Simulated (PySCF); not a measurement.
Method: TPSSh-D3(BJ)/def2-TZVP // BP86-D3(BJ)/def2-SVP (PySCF). All species are isolated molecules in the gas phase. 

Reference species (SMILES): `[NH2]` (neutral, multiplicity 2).

```yaml
dipole_moment: 1.93 D
```

Changed species: `[SH]` (free radical SH; the reference has free radical NH2).

### Question
Give the shifts of the dipole moment.

### Answer
the dipole moment drops by 1.05 D, to 0.88 D.
